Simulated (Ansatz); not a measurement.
System: rock-salt BaS. Method: revPBE (Ansatz, a program for electronic structure, plane waves, PAW).

Run with plane-wave cutoff 520 eV, 10×10×10 k mesh, Fermi–Dirac smearing 0.01 eV, scalar-relativistic PAW data made under PBE.

Energies at three volumes about the minimum:

| V (Å³/atom) | E − E_lowest (meV/atom) |
|---|---|
| 33.472 | 1.68 |
| 34.155 | 0.00 |
| 34.838 | 1.57 |

Fit a parabola by hand: where is the minimum, what lattice constant follows, and what is the bulk modulus?

Slopes: (0.00 − 1.68)/(34.155 − 33.472) = -2.460 and (1.57 − 0.00)/(34.838 − 34.155) = 2.299 meV/Å³. Curvature E″ = 2 × (2.299 − (-2.460))/(34.838 − 33.472) = 6.968 meV/Å⁶. From the middle of the first interval, the slope vanishes at V0 = 33.8135 − (-2.460)/6.968 = 34.167 Å³/atom. B = V0 E″ = 34.167 × 6.968 meV/Å³ × 0.1602 GPa per meV/Å³ = 38.1 GPa. With 8 atoms in the cube, a = (8 × 34.167)^(1/3) = 6.490 Å. The full Birch–Murnaghan fit to all volumes gives V0 = 34.155 Å³/atom and B0 = 38.1 GPa.

Measured, for comparison: lattice constant a 6.389 Å (room temperature, no zero-point or thermal correction; as tabulated in Lucero et al. (2012), arXiv:1111.4515).
